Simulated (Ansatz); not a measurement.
**Worked example: the step energy**

An elementary step of SiNH6O, doublet (SiH₄O ([OH][SiH3]) + NH₂ → SiH₃O ([O][SiH3]) + NH₃; H–O broken or loosened, H–N formed or tightened). “Start” and “end” are the PBE0-D4/def2-TZVP structures reached by relaxing down either side of its saddle point, with the molecules still in contact.

Program: Ansatz 0.2.0. Basis: def2-TZVPP and def2-QZVPP. Cores are frozen in the correlated methods; orbitals are unrestricted.

Energies in eV:

| quantity | end | start |
| --- | --- | --- |
| Hartree–Fock, triple zeta (X = 3) | -11477.10288 | -11477.93701 |
| Hartree–Fock, quadruple zeta (X = 4) | -11477.53631 | -11478.37132 |
| MP2 correlation, X = 3 | -15.23309 | -15.35591 |
| MP2 correlation, X = 4 | -16.43675 | -16.55516 |
| CCSD(T) correlation, X = 3 | -17.10326 | -16.97504 |

Problem. Work out the step energy at the basis limit: extrapolate Hartree–Fock as E(X) = E∞ + A exp(−7.88 √X) and the MP2 correlation as E(X) = E∞ + B X^−2.97 (the exponents that Neese and Valeev fitted for def2-TZVPP and QZVPP), then add CCSD(T) − MP2 in triple zeta.

Solution. Each step is linear, so take the differences first (end − start): Hartree–Fock 0.83413 (X = 3) and 0.83501 (X = 4); MP2 correlation 0.12282 and 0.11841; CCSD(T) correlation -0.12822.
Two points give E∞ = E(4) + w [E(4) − E(3)], with w = 1/(exp(7.88 (2 − √3)) − 1) = 0.1377 for Hartree–Fock and w = 1/((4/3)^2.97 − 1) = 0.7407 for the correlation.
Hartree–Fock: 0.83501 + 0.1377 × 0.00088 = 0.8351 eV.
MP2 correlation: 0.11841 + 0.7407 × (-0.00441) = 0.1151 eV.
CCSD(T) − MP2: -0.12822 − 0.12282 = -0.2510 eV.
Sum: 0.8351 + 0.1151 + (-0.2510) = 0.6992 eV, or 16.12 kcal/mol. Plain CCSD(T) in triple zeta gives 0.7059 eV, so the larger basis shifts the result by -0.0067 eV.

The T1 diagnostic stays at or below 0.036. ⟨S²⟩ of the unrestricted Hartree–Fock references: 0.76 to 0.79 (a pure state has 0.75).

Radical steps of this kind take place in plasma deposition and etching.

Labels in which every atom is bracketed show which atoms are joined, not bond orders.

For scale, one of the runs: CCSD(T)/def2-TZVPP, 188 basis functions, launched by `ansatz run in.yaml --threads 4 --pin off --events-out ev --progress --plain --max-ram 9574MiB`. The run took 3.9 min on 4 CPU threads of an AMD EPYC (shared host), with 5.1 GiB of host memory at its peak.
